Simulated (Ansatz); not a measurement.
# UCCSDT/STO-3G run of BSiH3 (SMILES B[SiH])

Aim: the vertical ionisation energy of BSiH3 at UCCSDT/STO-3G, from 2 runs. 

The calculation is run with Ansatz 0.2.0.

43 further runs of the same task are left out: 43 set aside as unsound or not needed.

## (1) The molecule

BSiH3: 5 atoms, total charge 0, spin state triplet. As SMILES, `B[SiH]`. Geometry: relaxed at GFN2-xTB.

Bond lengths: B1–Si2 1.878 Å, B1–H3 1.179 Å, B1–H4 1.176 Å, Si2–H5 1.476 Å. Angles: B1–Si2–H5 134.9°, Si2–B1–H3 120.6°, Si2–B1–H4 121.0°, H3–B1–H4 118.4°.

## (2) The energy at UCCSDT/STO-3G

File job.yaml:

```yaml
crystal:
  periodic: [false, false, false]
  atoms:
    - {symbol: B, position_ang: [-0.206730, -0.708170, 0.126670]}
    - {symbol: Si, position_ang: [0.760780, 0.829450, -0.350440]}
    - {symbol: H, position_ang: [-1.303690, -0.620750, 0.549520]}
    - {symbol: H, position_ang: [0.263590, -1.779740, 0.010050]}
    - {symbol: H, position_ang: [0.486040, 2.279200, -0.335800]}
basis:
  gaussian:
    orbitals: STO-3G
scf:
  omitted_lower_state_checks: [cluster_reference, increment]
correlation:
  method: ccsdt
  frozen_orbitals: {B: 1, H: 0, Si: 5}
magnetization:
  spin_polarized: true
  initial_magnetization: 2
accuracy: high
```

The run is started by

```sh
$ ansatz run job.yaml --threads 1 --pin off --max-ram 2610MiB --events-out events.jsonl --progress --plain --runs-dir runs
```

Output, shortened:

```text
Warning: RAYON_NUM_THREADS=1 ignored (pool sized by the plan → 1); use --threads N
Functional definition: HF
  name "HF"
[...]
287 factors; integrals over basis functions are off by at most 1.2e-8 eV
[...]
mean field -8478.91470062 eV, -311.5943680329 hartree, gradient 2.3e-8 eV, S^2 2.003686; 0 other end points of the search recorded, 0 dependent functions left out
6 core orbitals not correlated: weight in the atoms' cores, before any rotation towards them, 0.999 or more for the frozen orbitals, at most 0.000 for the correlated occupied ones
reference -8478.91470062 eV, -311.5943680329 hartree; 6, 4 occupied and 5, 7 virtual orbitals, 287 factors
second order -1.58295046 eV of doubles, -0.00000000 eV of singles
cycle   1  -2.02384770 eV  change   -4.4e-1 eV  update   6.3e-2
[...]
cycle  24  -2.34996320 eV  change  -1.8e-10 eV  update  5.8e-10
Total energy: -8481.26466382 eV, -311.6807275876 hartree
Checks for a lower state left out: cluster_reference, increment
```

It took 0.5 s on 1 thread of Arm Neoverse V1, shared host.

## (3) The doublet cation, same level

File input.yaml:

```yaml
crystal:
  periodic: [false, false, false]
  atoms:
    - {symbol: B, position_ang: [-0.206730, -0.708170, 0.126670]}
    - {symbol: Si, position_ang: [0.760780, 0.829450, -0.350440]}
    - {symbol: H, position_ang: [-1.303690, -0.620750, 0.549520]}
    - {symbol: H, position_ang: [0.263590, -1.779740, 0.010050]}
    - {symbol: H, position_ang: [0.486040, 2.279200, -0.335800]}
basis:
  gaussian:
    orbitals: STO-3G
total_charge: 1
magnetization:
  spin_polarized: true
  initial_magnetization: 1
correlation:
  method: ccsdt
  frozen_orbitals: {B: 1, H: 0, Si: 5}
accuracy: high
scf:
  omitted_lower_state_checks: [cluster_reference, increment]
```

The run is started by

```sh
$ ansatz run input.yaml --threads 1 --pin off --max-ram 2610MiB --events-out events.jsonl --progress --plain --runs-dir runs
```

Output, shortened:

```text
Warning: RAYON_NUM_THREADS=1 ignored (pool sized by the plan → 1); use --threads N
[... 2 set-up lines as earlier in the session ...]
[...]
287 factors; integrals over basis functions are off by at most 1.2e-8 eV
[...]
mean field -8473.77119913 eV, -311.4053478395 hartree, gradient 1.7e-8 eV, S^2 0.750512; 5 other end points of the search recorded, 0 dependent functions left out
6 core orbitals not correlated: weight in the atoms' cores, before any rotation towards them, 0.999 or more for the frozen orbitals, at most 0.000 for the correlated occupied ones
reference -8473.77119913 eV, -311.4053478395 hartree; 5, 4 occupied and 6, 7 virtual orbitals, 287 factors
second order -1.43638349 eV of doubles, -0.00000000 eV of singles
cycle   1  -1.86843645 eV  change   -4.3e-1 eV  update   5.5e-2
[...]
cycle  36  -2.13610384 eV  change   3.5e-10 eV  update  9.5e-10
Total energy: -8475.90730297 eV, -311.4838482079 hartree
Checks for a lower state left out: cluster_reference, increment
```

Run time: 0.65 s. Hardware: 1 thread of Arm Neoverse V1, shared host.

## (4) Summary of results

At UCCSDT/STO-3G, 6 core orbitals frozen:

```
                                                   quantity          value
                                triplet BSiH3: total energy  -311.68073 Eh
 triplet BSiH3: correlation energy (6 core orbitals frozen)      -86.4 mEh
           triplet BSiH3: ⟨S²⟩ of the reference determinant          2.004
                               triplet BSiH3: T1 diagnostic          0.023
                               doublet cation: total energy  -311.48385 Eh
doublet cation: correlation energy (6 core orbitals frozen)      -78.5 mEh
          doublet cation: ⟨S²⟩ of the reference determinant          0.751
                              doublet cation: T1 diagnostic          0.006
         vertical ionisation energy (to the doublet cation)       5.357 eV
```

Removing an electron at fixed nuclei costs 5.36 eV (124 kcal/mol). In a minimal basis such a difference can be off by several eV, whatever the method.
